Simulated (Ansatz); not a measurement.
Ansatz (an electronic-structure program) input (B3LYP-D3(BJ)/def2-TZVP):

Ansatz 0.2 input:
```yaml
crystal:
  periodic: [false, false, false]
  atoms:
    - {symbol: S, position_ang: [-1.55175709, 0.11465571, 0.05605209]}
    - {symbol: C, position_ang: [-0.00600553, -0.19561927, -0.38176004]}
    - {symbol: S, position_ang: [1.55400916, -0.04129848, 0.08710793]}
basis:
  gaussian:
    orbitals: def2-TZVP
hamiltonian:
  xc: b3lyp
  dispersion: d3bj
total_charge: -1
magnetization: {spin_polarized: true, initial_magnetization: 1}
phonons: {temperatures: {t_min: 298.15, t_max: 298.15, t_step: 100}}
```

Output:

```
Functional definition: B3LYP
integrals: 0.03 GiB planned
722 factors; their error is unknown
mean field: 0.39 GiB planned
mean field evaluation 1: about -22709.6953 eV, gradient 6.8e0 eV
mean field evaluation 2: about -22709.3880 eV, gradient 1.1e1 eV
mean field evaluation 4: about -22709.9484 eV, gradient 7.0e-1 eV
mean field evaluation 8: about -22709.9900 eV, gradient 1.8e-2 eV
mean field evaluation 16: about -22709.9900 eV, gradient 1.2e-5 eV
mean field -22709.99000488 eV, -834.5767392953 hartree, gradient 1.2e-5 eV, S^2 0.755754; 1 other end points of the search recorded, 0 dependent functions left out
the calculation of the forces begins
reference -22709.99019432 eV, -834.5767462570 hartree; 20, 19 occupied and 85, 86 virtual orbitals, 722 factors
these checks for a lower state are left out or cut short: stability, starts, cluster_reference, orbital_swaps, neighbouring_geometries, increment
integrals: 0.03 GiB planned
722 factors; their error is unknown
mean field: 0.40 GiB planned
mean field -22709.98999194 eV, -834.5767388196 hartree, gradient 1.8e-6 eV, S^2 0.755759; 0 other end points of the search recorded, 0 dependent functions left out
the calculation of the forces begins
reference -22709.99018139 eV, -834.5767457819 hartree; 20, 19 occupied and 85, 86 virtual orbitals, 722 factors
these checks for a lower state are left out or cut short: stability, starts, cluster_reference, orbital_swaps, neighbouring_geometries, increment
integrals: 0.03 GiB planned
722 factors; their error is unknown
mean field: 0.39 GiB planned
mean field evaluation 32: about -22709.9900 eV, gradient 7.1e-5 eV
mean field -22709.98999311 eV, -834.5767388625 hartree, gradient 2.6e-6 eV, S^2 0.755750; 0 other end points of the search recorded, 0 dependent functions left out
the calculation of the forces begins
reference -22709.99018253 eV, -834.5767458237 hartree; 20, 19 occupied and 85, 86 virtual orbitals, 722 factors
these checks for a lower state are left out or cut short: stability, starts, cluster_reference, orbital_swaps, neighbouring_geometries, increment
integrals: 0.03 GiB planned
722 factors; their error is unknown
mean field: 0.39 GiB planned
mean field -22709.98991651 eV, -834.5767360476 hartree, gradient 8.1e-7 eV, S^2 0.755745; 0 other end points of the search recorded, 0 dependent functions left out
the calculation of the forces begins
reference -22709.99010591 eV, -834.5767430082 hartree; 20, 19 occupied and 85, 86 virtual orbitals, 722 factors
these checks for a lower state are left out or cut short: stability, starts, cluster_reference, orbital_swaps, neighbouring_geometries, increment
integrals: 0.03 GiB planned
722 factors; their error is unknown
mean field: 0.39 GiB planned
mean field -22709.99000163 eV, -834.5767391759 hartree, gradient 6.9e-7 eV, S^2 0.755764; 0 other end points of the search recorded, 0 dependent functions left out
the calculation of the forces begins
reference -22709.99019110 eV, -834.5767461386 hartree; 20, 19 occupied and 85, 86 virtual orbitals, 722 factors
these checks for a lower state are left out or cut short: stability, starts, cluster_reference, orbital_swaps, neighbouring_geometries, increment
integrals: 0.03 GiB planned
722 factors; their error is unknown
mean field: 0.39 GiB planned
mean field -22709.98994365 eV, -834.5767370450 hartree, gradient 2.0e-6 eV, S^2 0.755750; 0 other end points of the search recorded, 0 dependent functions left out
the calculation of the forces begins
reference -22709.99013307 eV, -834.5767440061 hartree; 20, 19 occupied and 85, 86 virtual orbitals, 722 factors
these checks for a lower state are left out or cut short: stability, starts, cluster_reference, orbital_swaps, neighbouring_geometries, increment
integrals: 0.03 GiB planned
722 factors; their error is unknown
mean field: 0.39 GiB planned
mean field evaluation 64: about -22709.9899 eV, gradient 2.2e-6 eV
mean field -22709.98994069 eV, -834.5767369362 hartree, gradient 2.0e-6 eV, S^2 0.755759; 0 other end points of the search recorded, 0 dependent functions left out
the calculation of the forces begins
reference -22709.99013014 eV, -834.5767438985 hartree; 20, 19 occupied and 85, 86 virtual orbitals, 722 factors
Total energy: -22710.13283063 eV, -834.5819880448 hartree
Atom 0 at    -1.551757     0.114656     0.056052 Å, force     0.001176    -0.000408    -0.000667 eV/Å
Atom 1 at    -0.006006    -0.195619    -0.381760 Å, force     0.000021     0.000696     0.001359 eV/Å
Atom 2 at     1.554009    -0.041298     0.087108 Å, force    -0.001198    -0.000288    -0.000691 eV/Å
Dipole moment:     0.001064     0.034656     0.067634 e Å
Vibrations: 325.24 660.48 1177.47 cm⁻¹, zero-point energy 0.134101 eV
```
